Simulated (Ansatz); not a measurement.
System (SMILES): ClCl (Cl2).
Atoms: Cl1, Cl2. Bonds: Cl1-Cl2.

Basis-set convergence of the highest harmonic wavenumber at MP2 with Ansatz (an electronic-structure program). Each level at its own minimum, finite differences of forces, unscaled; the reference is a large set that could be run, not a limit. Cartesian d functions, on some or all atoms, in 6-311G**, 6-311+G**; all else is spherical. Cores are frozen. No added dispersion term, no relativity. Reference: the value in def2-QZVPP, 582 cm⁻¹, itself unsure by roughly 5 cm⁻¹ (its mean distance from cc-pV(Q+d)Z, aug-cc-pV(T+d)Z, def2-TZVPPD). Deviations are taken from unrounded values.

| basis | functions | highest harmonic wavenumber (cm⁻¹) |
|---|---|---|
| cc-pV(D+d)Z | 46 | 548 |
| aug-cc-pV(D+d)Z | 64 | 538 |
| 6-311G** | 54 | 546 |
| 6-311+G** | 62 | 549 |
| cc-pV(T+d)Z | 78 | 576 |
| aug-cc-pV(T+d)Z | 110 | 572 |
| def2-TZVPP | 84 | 574 |
| def2-TZVPPD | 102 | 575 |

What the diffuse functions change, pair by pair:
- cc-pV(D+d)Z to aug-cc-pV(D+d)Z: 18 more functions, deviation -33 to -44 cm⁻¹
- 6-311G** to 6-311+G**: 8 more functions, deviation -36 to -33 cm⁻¹
- cc-pV(T+d)Z to aug-cc-pV(T+d)Z: 32 more functions, deviation -5 to -9 cm⁻¹
- def2-TZVPP to def2-TZVPPD: 18 more functions, deviation -8 to -6 cm⁻¹

They bring the value nearer the reference by more than 5 cm⁻¹ in 0 of 4 pairs.
